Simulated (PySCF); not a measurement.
Species: 1,3-dioxane, C₄H₈O₂.
Numbering: `[CH2:1]1[CH2:2][O:3][CH2:4][O:5][CH2:6]1` (hydrogens: H7, H8 on C1; H9, H10 on C2; H11, H12 on C4; H13, H14 on C6)

Geometry (PBE0-D3(BJ)/def2-SVP, Å), atoms numbered from 1 in this order:
```
atom  x, y, z in Å
C1     0.1135    1.1514   -0.3580
C2     1.2161    0.3270    0.2899
O3     1.1765   -0.9986   -0.1824
C4    -0.0681   -1.5790    0.0324
O5    -1.1008   -0.9101   -0.6145
C6    -1.2089    0.4219   -0.1723
H7     0.3229    1.2511   -1.4350
H8     0.0692    2.1621    0.0782
H9     2.2158    0.7227    0.0603
H10    1.0949    0.3374    1.3946
H11   -0.2778   -1.6177    1.1284
H12   -0.0307   -2.5985   -0.3743
H13   -2.0213    0.8893   -0.7471
H14   -1.5013    0.4409    0.8999
```

All values: PBE0/pcSseg-1 and CAM-B3LYP/def2-SVPD (PySCF, non-relativistic), on one gas-phase PBE0-D3(BJ)/def2-SVP geometry that isn't relaxed in the solvent. The solvent is an IEF-PCM continuum (Bondi radii, 1.10 Å for H, scaled by 1.2). Specific hydrogen bonds and non-electrostatic terms are outside this model.

Gas phase at PBE0/pcSseg-1: HOMO -7.67 eV, LUMO 1.53 eV, dipole 2.03 D.

What does the continuum do to the energy, the frontier levels and the dipole at PBE0/pcSseg-1 in cyclohexane and chloroform?

```csv
solvent,ε,E(solvent) − E(gas) (kcal/mol),polarisation term (kcal/mol),distortion of the solute (kcal/mol),HOMO (eV),LUMO (eV),dipole (D)
cyclohexane,2.017,-1.86,-1.95,0.09,-7.66,1.66,2.26
chloroform,4.711,-3.41,-3.75,0.34,-7.68,1.75,2.48
```

The polarisation term is half the interaction of the solute with the surface charges that it induces; the rest is the cost of distorting the solute's density. The sum is the electrostatic part of solvation alone. From cyclohexane to chloroform the lowering changes by a factor 1.83, Onsager's factor (ε − 1)/(2ε + 1) by 1.76 and ε itself by 2.3.

Which radius a makes the point-dipole formula ΔE = −[(ε − 1)/(2ε + 1)]·μ²/a³ give the value in chloroform, with the gas-phase dipole?

μ = 0.798 au and |ΔE| = 0.00543 Eh give a = 1.84 Å; the farthest nucleus lies 2.63 Å from the centroid of the nuclei, so such a sphere wouldn't even hold the nuclei. The formula assumes a rigid point dipole at the centre of a sphere.

Which ESP-fitted charges (PBE0/pcSseg-1) respond most in chloroform (means over atoms taken as equivalent)?

| atoms | environment | gas (e) | solvent (e) | change |
| --- | --- | --- | --- | --- |
| C1 | ring CH2 carbon | -0.053 | -0.004 | +0.049 |
| C4 | sp3 carbon bearing two oxygens | +0.173 | +0.206 | +0.033 |
| O3/O5 | cyclic ether oxygen | -0.398 | -0.430 | -0.032 |
| C2/C6 | sp3 carbon bound to oxygen | +0.172 | +0.145 | -0.027 |
| H9/H10/H13/H14 | methylene hydrogen | +0.027 | +0.039 | +0.012 |
| H7/H8 | methylene hydrogen | +0.031 | +0.026 | -0.005 |

Which Mayer bond orders change most in chloroform?

```
 bond  length (Å)    gas  solvent  change
C2–O3       1.408  0.927    0.915  -0.012
O5–C6       1.408  0.927    0.915  -0.012
C1–C2       1.522  1.025    1.028  +0.003
C6–C1       1.522  1.025    1.028  +0.003
O3–C4       1.390  0.975    0.972  -0.003
C4–O5       1.390  0.975    0.972  -0.003
C1–H8       1.102  0.945    0.943  -0.002
C2–H9       1.099  0.961    0.959  -0.002
```

How do the nuclear quadrupole coupling constants eQVzz/h respond in chloroform?

```tsv
nucleus	Q (barn)	gas (MHz)	solvent (MHz)	η gas	η solvent
17O at O3	-0.0256	-11.38	-11.22	0.99	0.99
17O at O5	-0.0256	-11.38	-11.22	0.99	0.99
```

Gas phase at CAM-B3LYP/def2-SVPD: HOMO -9.23 eV, LUMO 1.33 eV, dipole 2.16 D.

What does the continuum do to the energy, the frontier levels and the dipole at CAM-B3LYP/def2-SVPD in cyclohexane and chloroform?

```json
{"solvent": "cyclohexane", "ε": "2.017", "E(solvent) − E(gas) (kcal/mol)": "-1.93", "polarisation term (kcal/mol)": "-2.06", "distortion of the solute (kcal/mol)": "0.13", "HOMO (eV)": "-9.22", "LUMO (eV)": "1.44", "dipole (D)": "2.44"}
{"solvent": "chloroform", "ε": "4.711", "E(solvent) − E(gas) (kcal/mol)": "-3.59", "polarisation term (kcal/mol)": "-4.04", "distortion of the solute (kcal/mol)": "0.45", "HOMO (eV)": "-9.23", "LUMO (eV)": "1.49", "dipole (D)": "2.71"}
```

How does the static polarisability (CAM-B3LYP/def2-SVPD, frozen core, with the continuum's full static response) change?

| medium | isotropic (au) | principal values (au) | ⟨r²⟩ of the electrons (bohr²) |
| --- | --- | --- | --- |
| gas | 55.0 | 50.6, 55.6, 58.7 | 495.4 |
| cyclohexane | 61.1 | 56.7, 61.7, 64.9 | 495.1 |
| chloroform | 66.8 | 63.2, 67.0, 70.2 | 495.0 |

The isotropic value in chloroform is 1.22 times the gas-phase one; no cavity-field correction is applied. ⟨r²⟩ is taken about the centre of nuclear charge.
